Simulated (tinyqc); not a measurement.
Inside a calculation. Method: extended Hueckel theory, for LiH. Computed by tinyqc, a small Python program that keeps every step (integrals from PySCF). Settings: charge = 0, K = 2.0, multiplicity = 1. Command: `OMP_NUM_THREADS=1 python tinyqc.py 28286 28287 out.jsonl` (the two numbers bound the seeds that draw the settings). One thread of a shared host (Intel(R) Xeon(R) Processor @ 2.60GHz), about 0.01 s of CPU time with the checks.

## Overlaps

Geometry (angstrom):
```
atom       x       y       z
Li    0.0000  0.0000  0.0000
H     0.0000  0.0000  1.5680
```

Parameters chosen for this run:
```
element  shell  Slater exponent  H_ii (eV)
Li          2s           0.6500    -5.4000
Li          2p           0.6500    -3.5000
H           1s           1.3000   -13.6000
```

Slater orbitals, each expanded in six Gaussians scaled to its exponent.

overlap S, order 1Li 2s, 1Li 2px, 1Li 2py, 1Li 2pz, 2H 1s:
$$\begin{pmatrix}
1.0000 & 0.0000 & 0.0000 & 0.0000 & 0.3652 \\
0.0000 & 1.0000 & 0.0000 & 0.0000 & 0.0000 \\
0.0000 & 0.0000 & 1.0000 & 0.0000 & 0.0000 \\
0.0000 & 0.0000 & 0.0000 & 1.0000 & 0.4838 \\
0.3652 & 0.0000 & 0.0000 & 0.4838 & 1.0000
\end{pmatrix}$$

## Wolfsberg-Helmholz matrix

diagonal H_ii (eV): 1Li 2s -5.4000, 1Li 2px -3.5000, 1Li 2py -3.5000, 1Li 2pz -3.5000, 2H 1s -13.6000

K = 2.0000

H_ij = K' S_ij (H_ii + H_jj)/2 for i != j (the diagonal keeps H_ii), with K' = 2.

H (eV), order 1Li 2s, 1Li 2px, 1Li 2py, 1Li 2pz, 2H 1s:
$$\begin{pmatrix}
-5.4000 & 0.0000 & 0.0000 & 0.0000 & -6.9393 \\
0.0000 & -3.5000 & 0.0000 & 0.0000 & 0.0000 \\
0.0000 & 0.0000 & -3.5000 & 0.0000 & 0.0000 \\
0.0000 & 0.0000 & 0.0000 & -3.5000 & -8.2729 \\
-6.9393 & 0.0000 & 0.0000 & -8.2729 & -13.6000
\end{pmatrix}$$

## Orbitals

valence electrons = 2

Solve H C = S C e through S^(-1/2); fill by pairs from the bottom, a degenerate level sharing its electrons equally; each orbital has its largest coefficient positive (the first on a tie).

orbital energies (eV): [-14.1499, -4.6991, -3.5000, -3.5000, 6.6828]

occupations: [2.0000, 0.0000, 0.0000, 0.0000, 0.0000]

coefficients, order 1Li 2s, 1Li 2px, 1Li 2py, 1Li 2pz, 2H 1s:
$$\begin{pmatrix}
0.1751 & 0.8282 & 0.0000 & 0.0000 & 0.7031 \\
0.0000 & 0.0000 & 0.1453 & 0.9894 & 0.0000 \\
0.0000 & 0.0000 & 0.9894 & -0.1453 & 0.0000 \\
0.1159 & -0.5561 & 0.0000 & 0.0000 & 1.0234 \\
0.8650 & -0.1111 & 0.0000 & 0.0000 & -0.9057
\end{pmatrix}$$

sum of one-electron energies = -28.2998 eV

Within a degenerate level the vectors are fixed only up to a rotation; this is one choice.

## Mulliken analysis

P = C n C^T; charge = valence electrons (Li 1, H 1) minus the sum of (P S)_ii on the atom; overlap population = 2 sum P_ij S_ij between two atoms.

charges: 1Li 0.7041, 2H -0.7041

Overlap populations:
```
pair     value
2-1   0.415338
```
